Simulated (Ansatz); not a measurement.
**Molecular dynamics of AlH$_{4}$NO**

Input:

```yaml
crystal:
  periodic: [false, false, false]
  atoms:
    - { symbol: Al, position_ang: [0.051723, -0.172151, 0.116265] }
    - { symbol: "N", position_ang: [-0.028001, 0.03662, 1.880051] }
    - { symbol: H, position_ang: [-0.891101, 0.155391, 2.413394] }
    - { symbol: H, position_ang: [0.779446, 0.056206, 2.506444] }
    - { symbol: O, position_ang: [1.629289, -0.344483, -0.556152] }
    - { symbol: H, position_ang: [1.775351, -0.491718, -1.502915] }
    - { symbol: H, position_ang: [-1.284807, -0.191766, -0.751988] }
basis:
  gaussian: { orbitals: def2-SVP }
hamiltonian:
  xc: pbe
  dispersion: d4
md:
  timestep: 1.0
  n_steps: 300
  ensemble: nve
  temperature: 300.0
  initial_velocities: maxwell_boltzmann
  seed: 719838
```

Command:

```bash
$ ansatz run input.yaml --threads 1 --pin off --max-ram 2048MiB --backend cpu --events-out ev --progress --plain --runs-dir out
```

It starts from a relaxed structure.

Output, in part (step lines, the closing report, with atoms numbered from 0):

```
md step     0: t =     0.00 fs  T =   300.0 K  F+E_penalty+E_count = -10188.63516682 eV  E_kin = 0.193890 eV  conserved = -10188.44127682 eV  (24 SCF iters)
[... lines left out ...]
Total energy: -10188.55391532 eV, -374.4224503380 hartree
Atom 0 at     0.065966    -0.149509     0.124223 Å, force    -0.760564    -0.402322    -0.774259 eV/Å
Atom 1 at    -0.033506    -0.001279     1.850932 Å, force    -0.495295     0.312912     1.118576 eV/Å
Atom 2 at    -0.888519     0.122742     2.412128 Å, force     0.279579    -0.034174    -0.266612 eV/Å
Atom 3 at     0.775856     0.236155     2.412281 Å, force     0.351134     0.006681     0.379153 eV/Å
Atom 4 at     1.608796    -0.338106    -0.548424 Å, force     0.659294     0.019775    -0.186607 eV/Å
Atom 5 at     1.813549    -0.691932    -1.423064 Å, force    -0.000465     0.037184    -0.103456 eV/Å
Atom 6 at    -1.301488    -0.319515    -0.667455 Å, force    -0.033684     0.059945    -0.166794 eV/Å
Dipole moment:     0.008351     0.059379     0.045434 e Å
```

The steps, from the saved trajectory:

```
time (fs)  T (K)  potential energy less start (eV)  conserved less start (meV/atom)
      0.0    300                             0.000                             0.00
     10.0    113                             0.122                             0.15
     20.0    142                             0.104                             0.27
     30.0     77                             0.147                             0.35
     40.0    150                             0.098                             0.16
     50.0    158                             0.092                             0.07
     60.0    150                             0.098                             0.14
     70.0    205                             0.063                             0.21
     80.0     72                             0.150                             0.30
     90.0    229                             0.047                             0.15
    100.0    130                             0.111                             0.13
    110.0    149                             0.098                             0.14
    120.0     39                             0.171                             0.30
    130.0    212                             0.059                             0.27
    140.0    190                             0.072                             0.18
    150.0    144                             0.101                             0.06
    160.0    147                             0.099                             0.07
    170.0    133                             0.110                             0.25
    180.0    153                             0.097                             0.35
    190.0    123                             0.116                             0.25
    200.0    232                             0.044                             0.05
    210.0     86                             0.139                             0.10
    220.0    155                             0.095                             0.20
    230.0    172                             0.085                             0.29
    240.0    172                             0.084                             0.22
    250.0     77                             0.145                             0.16
    260.0    178                             0.080                             0.11
    270.0    180                             0.079                             0.21
    280.0    125                             0.115                             0.30
    290.0    140                             0.105                             0.25
    300.0    176                             0.081                             0.12
```

All steps were run. The conserved energy stayed within 0.37 meV per atom of its start (net change 0.12 meV per atom), so the integration is sound. Over the second half the temperature averaged 0.50 of the 300 K drawn at the start: a run that starts near a minimum puts about half its kinetic energy into the potential. A run of 0.3 ps of so small a system gives no equilibrium averages.

The same pairs are bonded in the first frame and the last. Pairs count as bonded within 1.25 times the sum of covalent radii (0.12 Å more for H–H).

Last frame:

```xyz
7
Properties=species:S:1:pos:R:3
Al 0.066 -0.149 0.124
N -0.034 -0.001 1.851
H -0.888 0.123 2.412
H 0.776 0.236 2.412
O 1.609 -0.338 -0.548
H 1.813 -0.692 -1.423
H -1.302 -0.320 -0.667
```

Run time: 7.3 min on 1 thread of Arm Neoverse V1, on a shared host, peak memory 0.1 GiB.
